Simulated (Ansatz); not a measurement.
Process, species as SMILES: [CH2]F (CH2-F) → C atom + F atom + 2 H atom
B3LYP-D3(BJ)/def2-TZVP geometries, fixed; electronic energies without zero-point terms.

Basis-set convergence of the atomisation energy at CCSD(T) with Ansatz (a quantum-chemistry and plane-wave program). Cartesian d functions, on some or all atoms, in 6-31G*, 6-31G**, 6-31+G*; all else is spherical. Cores are frozen. Open shells are unrestricted. No added dispersion term, no relativity. Functions are those of the species that has most. Reference: Hartree-Fock in cc-pVQZ plus the correlation part extrapolated as X^-3 from cc-pVTZ and cc-pVQZ, 313.07 kcal/mol, itself unsure by roughly 1.25 kcal/mol (a third of the extrapolation step and of the last Hartree-Fock step). Deviations are taken from unrounded values.

| basis | functions | atomisation energy (kcal/mol) | minus reference (kcal/mol) |
|---|---|---|---|
| STO-3G | 12 | 297.50 | -15.58 |
| 6-31G* | 34 | 284.97 | -28.10 |
| cc-pVDZ | 38 | 286.48 | -26.60 |
| pcseg-1 | 38 | 291.84 | -21.23 |
| 6-31G** | 40 | 295.74 | -17.34 |
| 6-31+G* | 42 | 284.84 | -28.24 |
| def2-SVPD | 59 | 301.49 | -11.58 |
| aug-pcseg-1 | 64 | 297.58 | -15.50 |
| 6-311++G(2d,2p) | 74 | 298.11 | -14.96 |
| pcseg-2 | 88 | 307.40 | -5.67 |
| def2-TZVPP | 90 | 305.85 | -7.22 |
| def2-TZVPPD | 111 | 306.54 | -6.54 |
| 6-311++G(3df,3pd) | 114 | 308.70 | -4.38 |
| aug-cc-pVTZ | 138 | 307.58 | -5.50 |
| cc-pVQZ | 170 | 310.12 | -2.95 |
| def2-QZVPP | 174 | 310.34 | -2.73 |
| pcseg-3 | 186 | 311.50 | -1.57 |
| def2-QZVPPD | 195 | 310.51 | -2.56 |
